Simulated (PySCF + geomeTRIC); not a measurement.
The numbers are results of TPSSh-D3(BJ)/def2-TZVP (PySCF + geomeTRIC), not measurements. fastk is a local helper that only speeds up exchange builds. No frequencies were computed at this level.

```python
import json, numpy as np
from pyscf import gto, dft
from fastk import lowrank_exchange
atoms = """
C      1.459386    -0.144813     0.144440
C      0.020030     0.064167     0.541202
C     -1.068835    -0.663821    -0.186352
C     -0.904075     0.815553    -0.367851
H      1.542262    -0.285949    -0.930716
H      2.062576     0.717103     0.426249
H      1.868652    -1.024130     0.639873
H     -0.119219     0.210321     1.606072
H     -1.919354    -1.021764     0.373797
H     -0.787954    -1.308908    -1.005201
H     -0.511907     1.169719    -1.309294
H     -1.641562     1.472523     0.067782
"""
def scf(charge, spin, dm0=None):
    mol = gto.M(atom=atoms, basis='def2-tzvp', ecp={}, charge=charge, spin=spin, verbose=3, max_memory=5040)
    mf = dft.KS(mol, xc='tpssh').density_fit(auxbasis="def2-universal-jkfit")
    mf.disp = 'd3bj'
    mf.grids.level = 3
    mf.conv_tol = 1e-8
    mf.max_cycle = 60
    mf.kernel(dm0)
    if not mf.converged:
        mf = mf.newton().run(mf.mo_coeff, mf.mo_occ).undo_soscf()
    return mf
mf = scf(0, 0)
from pyscf.geomopt.geometric_solver import kernel as optimize
path = []
done, mol = optimize(mf, maxsteps=80, assert_convergence=False, callback=lambda env: path.append((env["energy"], bool(env["g_scanner"].converged))))
res = dict(converged=bool(done and path[-1][1]), energy=path[-1][0], path=[e for e, c in path], xyz=mol.atom_coords(unit="Angstrom").tolist(), nao=mol.nao)
json.dump(res, open("result.json", "w"))
```

Output:

```
converged SCF energy = -157.293439160981
Geometry optimization cycle 1
converged SCF energy = -157.293439160983
cycle 1: E = -157.293439161  dE = -157.293  norm(grad) = 0.0123655
Geometry optimization cycle 2
converged SCF energy = -157.293689638499
cycle 2: E = -157.293689638  dE = -0.000250478  norm(grad) = 0.005084
Geometry optimization cycle 3
converged SCF energy = -157.293712785782
cycle 3: E = -157.293712786  dE = -2.31473e-05  norm(grad) = 0.00177929
Geometry optimization cycle 4
converged SCF energy = -157.293717241415
cycle 4: E = -157.293717241  dE = -4.45563e-06  norm(grad) = 0.000255776
Geometry optimization cycle 5
converged SCF energy = -157.293717552869
cycle 5: E = -157.293717553  dE = -3.11454e-07  norm(grad) = 0.00018515
<class 'geometric.internal.Distance'> : 12
<class 'geometric.internal.Angle'> : 24
<class 'geometric.internal.Dihedral'> : 33
<class 'geometric.internal.TranslationX'> : 1
<class 'geometric.internal.TranslationY'> : 1
<class 'geometric.internal.TranslationZ'> : 1
<class 'geometric.internal.RotationA'> : 1
<class 'geometric.internal.RotationB'> : 1
<class 'geometric.internal.RotationC'> : 1
Step    0 : Gradient = 3.570e-03/4.499e-03 (rms/max) Energy = -157.2934391610
Step    1 : Displace = 9.377e-03/1.544e-02 (rms/max) Trust = 1.000e-01 (=) Grad = 1.468e-03/3.294e-03 (rms/max) E (change) = -157.2936896385 (-2.505e-04) Quality = 1.100
Step    2 : Displace = 2.362e-03/5.247e-03 (rms/max) Trust = 1.414e-01 (+) Grad = 5.136e-04/1.103e-03 (rms/max) E (change) = -157.2937127858 (-2.315e-05) Quality = 1.316
Step    3 : Displace = 1.479e-03/3.191e-03 (rms/max) Trust = 2.000e-01 (+) Grad = 7.384e-05/1.457e-04 (rms/max) E (change) = -157.2937172414 (-4.456e-06) Quality = 1.074
Step    4 : Displace = 4.151e-04/7.467e-04 (rms/max) Trust = 2.828e-01 (+) Grad = 5.345e-05/1.057e-04 (rms/max) E (change) = -157.2937175529 (-3.115e-07) Quality = 1.549
Converged! =D
```

Cost: about 2.2 core-minutes (a rough figure).
